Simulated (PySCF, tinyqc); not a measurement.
Inside a calculation. Method: RHF in the sto-6g basis, for BH, spin multiplicity 1. This run ends on a higher stationary point, not on the lowest solution. The lowest restricted solution is unstable here: a spin-polarised one lies 0.0093 hartree lower (PySCF). One step of it, computed by the program tinyqc.

Task: Iteration 2: DIIS coefficients. Solve [B -1; -1 0][c; lambda] = [0; -1] for the coefficients, which sum to one.

B (overlaps of the stored error matrices):
```
[[4.6698956e-01, 9.7325235e-02],
 [9.7325235e-02, 3.9918881e-02]]
```

Give: DIIS coefficients.

Result:

DIIS coefficients: [-0.1838, 1.1838]
